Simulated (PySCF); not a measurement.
# One shape, several levels: HNO3 (SMILES O=[N+]([O-])O)

Wanted: a comparison of 6 runs (HF/STO-3G, B3LYP/6-31G*, CAM-B3LYP/def2-SVPD, r2SCAN/def2-SVPD, revPBE/def2-SVPD, wB97M-V/def2-SVPD) of HNO3. 

Program for the calculation: PySCF 2.14.0.

1 further run of the same task is left out (set aside as unsound or not needed).

### Step 1. Starting point

HNO3 has 5 atoms, charge 0, and is taken as a singlet. SMILES: `O=[N+]([O-])O`. Geometry: relaxed at PBE0-D4/def2-TZVP. This is one conformer, not always the lowest.

Bond lengths: O1–N2 1.186 Å, N2–O3 1.201 Å, N2–O4 1.385 Å, O4–H5 0.970 Å. Angles: O1–N2–O3 130.2°, O1–N2–O4 114.2°, O3–N2–O4 115.7°, N2–O4–H5 103.1°.

### Step 2. The energy at HF/STO-3G (run 1)

Input file job.py:

```python
# nitric acid
from pyscf import gto

system = gto.M(
    atom='''
O        1.317870      -0.315800       0.746500
N        0.253090      -0.279730       0.226190
O       -0.596440      -1.123960       0.141450
O       -0.044080       0.932950      -0.373960
H       -0.930440       0.786540      -0.740170
''',
    basis='sto-3g',
    max_memory=1860,
    verbose=3,
)

hf = system.RHF()
hf.conv_tol = 1e-10
hf.kernel()
if not hf.converged:
    hf = hf.newton().run(hf.mo_coeff, hf.mo_occ)

energy = hf.e_tot
print('E = %.10f Eh' % energy)
```

On the command line:

```bash
$ OMP_NUM_THREADS=1 python job.py
```

What it wrote:

```text
converged SCF energy = -275.643808839718
E = -275.6438088397 Eh
```

Run time: 0.38 s. Hardware: 1 thread of AMD EPYC 9R45 (Zen 5), shared host; peak memory 0.12 GiB.

### Step 3. A single-point energy at B3LYP/6-31G(d) (spherical functions) (run 2)

Input file calc.py:

```python
from pyscf import gto, dft

mol = gto.M(
    atom='''
O      2.490413    -0.596776     1.410681
N      0.478271    -0.528613     0.427437
O     -1.127108    -2.123977     0.267302
O     -0.083299     1.763020    -0.706682
H     -1.758277     1.486345    -1.398719
''',
    unit='bohr',
    max_memory=1860,
    basis='6-31g*',
    verbose=3,
    charge=0,
)

mf = dft.RKS(mol)
mf.xc = 'b3lyp'
mf.conv_tol = 1e-10
mf.grids.level = 5
mf.kernel()
if not mf.converged:
    mf = mf.newton().run(mf.mo_coeff, mf.mo_occ)

etot = mf.e_tot
print('Final energy', etot)
```

On the command line:

```bash
$ OMP_NUM_THREADS=1 python calc.py
```

What it wrote:

```text
converged SCF energy = -280.87199753563
Final energy -280.87199753563027
```

Run time: 3.6 s. Hardware: 1 thread of AMD EPYC 9R45 (Zen 5), shared host; peak memory 0.31 GiB.

Runs 3 to 5 aren't shown in full; the table further down has their settings and results.

### Step 4. A single-point energy at wB97M-V/def2-SVPD (run 6)

Input file mol.xyz:

```xyz
5

O      1.317870    -0.315800     0.746500
N      0.253090    -0.279730     0.226190
O     -0.596440    -1.123960     0.141450
O     -0.044080     0.932950    -0.373960
H     -0.930440     0.786540    -0.740170
```

Input file job.py:

```python
# nitric acid
from pyscf import gto, dft

mol = gto.M(
    atom='mol.xyz',
    basis='def2-svpd',
    verbose=3,
    max_memory=1860,
)

ks = dft.RKS(mol)
ks.xc = 'wb97m-v'
ks.grids.level = 5
ks.nlcgrids.level = 1
ks.conv_tol = 1e-10
ks.kernel()
if not ks.converged:
    ks = ks.newton().run(ks.mo_coeff, ks.mo_occ)

energy = ks.e_tot
print('Final energy', energy)
```

On the command line:

```bash
$ OMP_NUM_THREADS=1 python job.py
```

What it wrote:

```text
converged SCF energy = -280.62150124332
Final energy -280.6215012433199
```

It took 33 s on 1 thread of AMD EPYC 9R45 (Zen 5), shared host; peak memory 0.53 GiB.

### Step 5. Overview of the runs

| run | level | integration grid | nlc grid | energy (Eh) | dipole moment (D) | HOMO energy (eV) | LUMO energy (eV) | wall time |
| --- | --- | --- | --- | --- | --- | --- | --- | --- |
| 1 | HF/STO-3G | – | – | -275.643809 | 2.18 | -9.04 | 5.89 | 0.38 s |
| 2 | B3LYP/6-31G* (spherical functions) | 5 | – | -280.871998 | 2.38 | -8.84 | -1.80 | 3.6 s |
| 3 | CAM-B3LYP/def2-SVPD | 5 | – | -280.607206 | 2.42 | -11.27 | -1.10 | 9.6 s |
| 4 | r2SCAN/def2-SVPD | 5 | – | -280.570289 | 2.36 | -8.23 | -3.12 | 9 s |
| 5 | revPBE/def2-SVPD | 5 | – | -280.644352 | 2.28 | -7.72 | -3.13 | 5.1 s |
| 6 | wB97M-V/def2-SVPD | 5 | 1 | -280.621501 | 2.40 | -12.23 | 0.11 | 33 s |

### Step 6. Results

| quantity | value |
| --- | --- |
| run 6: total energy | -280.62150 Eh |
| run 6: dipole moment | 2.40 D |
| run 6: HOMO energy | -12.23 eV |
| run 6: LUMO energy | 0.11 eV |
| run 6: HOMO–LUMO gap | 12.34 eV |

In words: The dipole moment (its size) runs from 2.18 D (HF/STO-3G) to 2.42 D (CAM-B3LYP/def2-SVPD). The two ends differ in method and basis. The HOMO–LUMO gap runs from 4.59 eV (revPBE/def2-SVPD) to 14.92 eV (HF/STO-3G). Totals of different functionals can't be ranked against each other. In run 1 the basis is minimal, so the values are rough. All runs together took 60 s, the longest 33 s.
